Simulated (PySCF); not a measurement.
Dihydrogen phosphate, H₂O₄P (charge -1).
SMILES with atom numbers: `[O:1]=[P:2]([O-:3])([OH:4])[OH:5]` (hydrogens: H6 on O4; H7 on O5)

Torsions of this conformer, `[O:1]=[P:2]([O-:3])([OH:4])[OH:5]`: H–O4–P2–O1 -145°, H–O5–P2–O1 -7°.

The closed-shell ground state was solved at several levels (PySCF, density fitting, gas phase, non-relativistic). Isolated species at its PBE0-D3(BJ)/def2-SVP geometry (one conformer only). The geometry's basis has no diffuse functions, a weakness for an anion. No diffuse functions stand in pcSseg-1 and pcSseg-2, which bears on an anion's orbital energies.

| level | basis functions | HOMO (eV) | LUMO (eV) | gap (eV) |
| --- | --- | --- | --- | --- |
| PBE0/pcSseg-1 | 102 | -2.13 | 5.91 | 8.04 |
| B97-2/pcSseg-2 | 215 | -2.25 | 4.81 | 7.06 |

Q: Estimate the row for B3LYP/def2-SVPD, a basis of 132 functions; the other rows only guide the guess.

A: HOMO -2.47 eV, LUMO 3.97 eV, gap 6.44 eV.

Q: Over all these levels, which gives the widest orbital gap and which the narrowest?

A: PBE0/pcSseg-1 (global hybrid, 25 % exact exchange) has the widest, 8.04 eV, and B3LYP/def2-SVPD (global hybrid, 20 % exact exchange) the narrowest, 6.44 eV. Functional and basis both differ between the two, so the spread mixes both effects.
